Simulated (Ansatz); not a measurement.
Born–Oppenheimer molecular dynamics of BFH4O (7 atoms, charge 0, multiplicity 1). It starts at the highest image of a converged band, a first-order saddle point between two minima.

The calculation used Ansatz 0.2.0, RKS B3LYP/6-31G*.

* ensemble: NVE (velocity Verlet)
* time step: 0.5 fs
* steps asked: 200
* starting velocities drawn for: 300 K
* seed: 9688

Frames 0.5 fs apart, positions in Å, forces in eV/Å.

Velocities at 30 fs (Å/ps):

```
B -3.34 23.67 -3.34
O -1.66 -6.11 12.41
H -2.83 -24.37 3.38
H 18.27 1.85 -7.69
H 11.46 16.62 11.51
F 1.00 -5.80 -10.77
H 16.40 -41.66 34.55
```

```xyz
7
Properties=species:S:1:pos:R:3:forces:R:3 time_fs=30 energy_less_start_eV=-0.690 T=1367
B 0.054 0.293 0.026 -1.34 0.16 0.57
O -0.014 -0.048 1.749 -0.23 -1.46 0.33
H -0.896 -0.395 1.948 -0.17 -0.46 -0.07
H 1.056 -0.266 -0.255 0.59 0.35 -0.28
H -0.989 -0.233 -0.367 0.39 0.30 0.08
F -0.038 1.672 0.255 0.44 -0.16 -0.89
H -0.070 0.836 2.099 0.32 1.27 0.26
7
Properties=species:S:1:pos:R:3:forces:R:3 time_fs=30.5 energy_less_start_eV=-0.697 T=1379
B 0.052 0.305 0.024 -0.87 -0.32 0.45
O -0.015 -0.051 1.756 -0.31 -2.11 0.06
H -0.898 -0.407 1.950 -0.01 -0.34 -0.09
H 1.065 -0.265 -0.259 0.28 0.52 -0.19
H -0.982 -0.224 -0.361 0.24 0.23 0.02
F -0.037 1.669 0.249 0.42 0.19 -0.80
H -0.062 0.817 2.116 0.25 1.82 0.55
7
Properties=species:S:1:pos:R:3:forces:R:3 time_fs=31 energy_less_start_eV=-0.697 T=1379
B 0.050 0.317 0.023 -0.40 -0.81 0.34
O -0.016 -0.055 1.762 -0.40 -2.51 -0.14
H -0.900 -0.421 1.951 0.16 -0.20 -0.10
H 1.076 -0.262 -0.263 -0.01 0.67 -0.10
H -0.976 -0.215 -0.355 0.08 0.14 -0.05
F -0.037 1.666 0.244 0.40 0.59 -0.70
H -0.053 0.802 2.135 0.18 2.11 0.74
7
Properties=species:S:1:pos:R:3:forces:R:3 time_fs=31.5 energy_less_start_eV=-0.696 T=1377
B 0.048 0.329 0.021 0.05 -1.32 0.24
O -0.017 -0.059 1.768 -0.48 -2.56 -0.20
H -0.901 -0.435 1.952 0.30 -0.05 -0.10
H 1.087 -0.258 -0.268 -0.26 0.79 -0.01
H -0.969 -0.205 -0.349 -0.09 0.05 -0.11
F -0.036 1.663 0.238 0.37 1.04 -0.60
H -0.043 0.792 2.156 0.12 2.06 0.79
7
Properties=species:S:1:pos:R:3:forces:R:3 time_fs=32 energy_less_start_eV=-0.694 T=1374
B 0.046 0.340 0.020 0.46 -1.82 0.15
O -0.018 -0.063 1.774 -0.52 -2.28 -0.13
H -0.901 -0.449 1.953 0.40 0.09 -0.08
H 1.096 -0.252 -0.273 -0.47 0.88 0.05
H -0.962 -0.196 -0.344 -0.27 -0.05 -0.18
F -0.035 1.661 0.232 0.34 1.52 -0.49
H -0.033 0.787 2.178 0.06 1.66 0.68
7
Properties=species:S:1:pos:R:3:forces:R:3 time_fs=32.5 energy_less_start_eV=-0.686 T=1361
B 0.044 0.351 0.019 0.83 -2.32 0.06
O -0.019 -0.068 1.780 -0.49 -1.73 0.05
H -0.901 -0.463 1.954 0.45 0.20 -0.05
H 1.105 -0.244 -0.278 -0.64 0.94 0.11
H -0.956 -0.186 -0.339 -0.44 -0.16 -0.24
F -0.035 1.658 0.227 0.30 2.04 -0.37
H -0.023 0.786 2.203 -0.01 1.03 0.44
7
Properties=species:S:1:pos:R:3:forces:R:3 time_fs=33 energy_less_start_eV=-0.667 T=1331
B 0.042 0.361 0.017 1.13 -2.82 -0.03
O -0.020 -0.072 1.786 -0.40 -1.06 0.30
H -0.899 -0.477 1.954 0.44 0.29 0.00
H 1.112 -0.233 -0.282 -0.76 0.97 0.16
H -0.951 -0.177 -0.334 -0.59 -0.25 -0.29
F -0.034 1.656 0.221 0.26 2.58 -0.25
H -0.013 0.787 2.228 -0.09 0.30 0.12
7
Properties=species:S:1:pos:R:3:forces:R:3 time_fs=33.5 energy_less_start_eV=-0.633 T=1279
B 0.041 0.371 0.016 1.36 -3.30 -0.12
O -0.021 -0.077 1.793 -0.24 -0.39 0.55
H -0.897 -0.489 1.955 0.38 0.35 0.06
H 1.118 -0.221 -0.286 -0.83 0.97 0.19
H -0.947 -0.169 -0.330 -0.71 -0.34 -0.33
F -0.033 1.654 0.215 0.22 3.12 -0.12
H -0.003 0.790 2.253 -0.18 -0.40 -0.21
7
Properties=species:S:1:pos:R:3:forces:R:3 time_fs=34 energy_less_start_eV=-0.590 T=1214
B 0.039 0.380 0.015 1.50 -3.76 -0.22
O -0.023 -0.083 1.799 -0.03 0.20 0.75
H -0.893 -0.501 1.956 0.28 0.38 0.12
H 1.121 -0.205 -0.290 -0.86 0.93 0.21
H -0.945 -0.161 -0.327 -0.79 -0.40 -0.35
F -0.032 1.653 0.209 0.17 3.65 0.00
H 0.006 0.791 2.278 -0.27 -1.00 -0.51
7
Properties=species:S:1:pos:R:3:forces:R:3 time_fs=34.5 energy_less_start_eV=-0.546 T=1146
B 0.038 0.388 0.013 1.56 -4.18 -0.31
O -0.024 -0.088 1.806 0.21 0.68 0.90
H -0.889 -0.512 1.957 0.13 0.37 0.18
H 1.122 -0.188 -0.293 -0.85 0.86 0.22
H -0.945 -0.154 -0.325 -0.82 -0.44 -0.35
F -0.032 1.652 0.203 0.12 4.15 0.12
H 0.015 0.790 2.302 -0.36 -1.44 -0.75
7
Properties=species:S:1:pos:R:3:forces:R:3 time_fs=35 energy_less_start_eV=-0.509 T=1090
B 0.038 0.395 0.012 1.52 -4.54 -0.41
O -0.025 -0.092 1.812 0.46 1.02 0.97
H -0.885 -0.522 1.958 -0.03 0.35 0.24
H 1.122 -0.169 -0.296 -0.79 0.75 0.21
H -0.947 -0.148 -0.324 -0.79 -0.46 -0.34
F -0.031 1.651 0.197 0.07 4.60 0.23
H 0.023 0.785 2.324 -0.44 -1.72 -0.91
7
Properties=species:S:1:pos:R:3:forces:R:3 time_fs=35.5 energy_less_start_eV=-0.487 T=1056
B 0.038 0.402 0.010 1.40 -4.82 -0.49
O -0.026 -0.097 1.819 0.69 1.21 0.97
H -0.880 -0.531 1.960 -0.19 0.30 0.30
H 1.119 -0.148 -0.298 -0.69 0.62 0.19
H -0.951 -0.144 -0.323 -0.72 -0.45 -0.30
F -0.030 1.651 0.192 0.02 4.98 0.33
H 0.029 0.776 2.344 -0.50 -1.84 -1.00
```

Of the whole run (100 fs, mean temperature of the second half 819 K): The conserved energy stayed within 0.26 meV per atom of its start (net change -0.1 meV per atom), so the integration is sound. The kinetic energy rose, since the run started high on the potential surface and went downhill. It ends in pieces (BFH2 + H2O), so much of that is their flight and rotation, not heat. A run of 0.1 ps of so small a system gives no equilibrium averages. The orbitals stay closed-shell, which can raise the energy where a bond breaks towards radicals; this wasn't checked here.

Time of the run: 2.3 min on 1 thread of Intel(R) Xeon(R) 6975P-C (Granite Rapids), on a shared host, peak memory 0.12 GiB.
